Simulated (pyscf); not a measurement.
Optimised with ωB97X-D3(BJ)/def2-SVP in PySCF.

Question: Estimate the classical barrier height and the reaction energy of methane (CH₄) + H₃C–Ga(OH)–OH → H₃C–Ga(CH₃)–OH + water (H₂O) at B3LYP-D3(BJ)/def2-TZVP. The step runs on the singlet surface, breaks C–H, Ga–O and forms C–Ga, H–O; take the separated reactants as zero.

Answer: ΔE‡ = 34.9 kcal/mol, ΔE = +20.9 kcal/mol. ωB97M-D3(BJ)/def2-TZVP gives 34.0 kcal/mol and +19.9 kcal/mol. Zero-point energy shifts the barrier by -1.4 kcal/mol. It is a four-centre exchange, with an imaginary mode of 1430i cm⁻¹. On the product side the descent ends in an adduct with a Ga–O contact, 15.7 kcal/mol under the separated species and 28.9 kcal/mol under the saddle at ωB97X-D3(BJ)/def2-TZVP. What is counted as broken (Ga–O) persists as a longer contact in the product adduct; parting that adduct is a step of its own. This is the saddle that the search found; another between the same sides may lie lower. Elements up to Kr have no core potential and no relativistic terms here.
